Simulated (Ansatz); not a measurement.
Cost and result for the atomization energy of ClHOSi, SMILES `O[Si]Cl` (4 atoms, 3 bonds).

The species carries charge 0 and has multiplicity 1. All single points use the PBE0-D4/def2-TZVP geometry. It is one conformer, not always the lowest. Program: Ansatz. All runs use 2 threads of a server CPU on a shared host. Times are those of one run each, without the atoms' runs, and a repeat can differ threefold. Electronic energies, without spin–orbit coupling; frozen cores. CCSD(T)/CBS extrapolates def2-TZVPP and def2-QZVPP, and its time is that of the two runs behind it. T1 = 0.014. HSE06 is the plane-wave form, built on full-range PBE exchange.

CCSD(T)/CBS is a level of theory with its own doubt, some kJ/mol a heavy atom from the limit and from the frozen cores, so smaller differences don't rank the functionals.

```
                             level  functions  wall time  atomization (kcal/mol)  difference from CCSD(T)/CBS  per bond
            LDA (SPW92)/def2-TZVPP        129     0.55 s                   391.0                         53.0      17.7
                  CCSD(T)/def2-SVP         55     0.55 s                   300.7                        -37.3     -12.4
              revPBE-D4/def2-TZVPP        129      0.8 s                   332.4                         -5.6      -1.9
                BLYP-D4/def2-TZVPP        129     0.85 s                   336.5                         -1.5      -0.5
                PBE0-D4/def2-TZVPP        129      1.1 s                   331.7                         -6.3      -2.1
               HSE06-D4/def2-TZVPP        129      1.2 s                   332.1                         -5.9      -2.0
r2SCAN-D4/def2-TZVPP (with forces)        129      1.8 s                   335.6                         -2.4      -0.8
                 B2PLYP/def2-TZVPP        129      1.9 s                   330.8                         -7.2      -2.4
                 B97M-V/def2-TZVPP        129      2.8 s                   338.8                          0.8       0.3
  ωB97M-V/def2-TZVPP (with forces)        129      3.4 s                   340.6                          2.6       0.9
                CCSD(T)/def2-TZVPP        129      4.7 s                   324.1                        -13.9      -4.6
                CCSD(T)/def2-QZVPP        227       39 s                   332.4                         -5.6      -1.8
                 CCSD(T)/CBS(def2)          –       44 s                   338.0                          0.0       0.0
```

From BLYP to BHLYP (50 % exact exchange), in def2-TZVPP and without D4, the atomization energy moves by −17.0 kcal/mol: exact exchange takes away binding that semilocal exchange gives to molecules. Leaving LDA and LC-ωPBE aside and taking each functional with its dispersion term where it has one, the values, not all of them listed here, spread over 25.2 kcal/mol, from BHLYP-D4 to PBE-D4. LDA lies +49.8 kcal/mol from PBE without D4, its usual overbinding. The D4 term adds +3.2 kcal/mol with B3LYP and +1.6 kcal/mol with PBE0; it sums over pairs of atoms, weighted by their polarisabilities, and B3LYP, whose exchange is more repulsive, gets the larger term.

B3LYP here is the variant with VWN-RPA as its local correlation; programs differ in this.
